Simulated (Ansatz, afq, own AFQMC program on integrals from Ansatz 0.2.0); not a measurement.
**CH$_{2}$⁺, doublet: AFQMC among the cluster methods**

```xyz
3

C     0.0000    0.0000    0.2298
H     0.0000    0.0000   -1.5532
H     0.0000    0.0000    1.3234
```

Basis cc-pVDZ. Only valence electrons are correlated. Integrals, coupled cluster, full CI and functionals: Ansatz 0.2.0; the random walks run on the same integrals in our own AFQMC program. The CISD trial takes its coefficients from CCSD amplitudes. Released means that phaseless walkers are propagated on without the constraint, phases kept. Uncertainties: one standard error, sampling alone.

Determinant: UHF, the one that the program's search chose, which needn't be the lowest solution. The geometry is a point of a scan.

Full CI on the same integrals is exact in this basis and with this determinant's frozen core.

Cautions: strong correlation (T1 0.068, weight of the determinant 0.88, largest double 0.15); unrestricted determinant spin contaminated (⟨S²⟩ 0.99 against 0.75).

- T1 diagnostic: 0.0681
- weight of the determinant in the CISD state: 0.877
- ⟨S²⟩ of the determinant: 0.994
- size of the correlated space: 5 electrons in 23 orbitals

Reference: full CI, correlation energy -2.951 eV. The released energy is read at 2.40 1/Eh (meV from the phaseless value at times in 1/Eh: -4.1 ± 1.2 at 0.24, -6.0 ± 1.4 at 0.51, -9.6 ± 1.5 at 0.99, -7 ± 4 at 1.62, -10.1 ± 1.2 at 2.40).

```csv
level,E − E(reference) (meV),share of correlation (%)
HF,2951.5,0.00
MP2,987.8,66.53
CCSD,84.6,97.13
CCSD(T),25.7,99.13
CCSDT,3.1,99.89
CCSDT(Q),0.8,99.97
CCSDTQ,0.1,100.00
ph-AFQMC/CISD,11.4 ± 1.7,99.62
released AFQMC,1.2 ± 1.2,99.96
```

CCSDT and higher add their correlation energy to the determinant of the CCSD(T) run, since their own runs factorise the integrals more tightly (a shift of under 2 meV). A walk keeps the symmetry of its determinant, which the program's search chose and which needn't be the lowest solution, so a lower state of the same spin and another symmetry isn't excluded. Released energies are given only where the last usable release times agree within the noise; a slower fall can still hide under it.
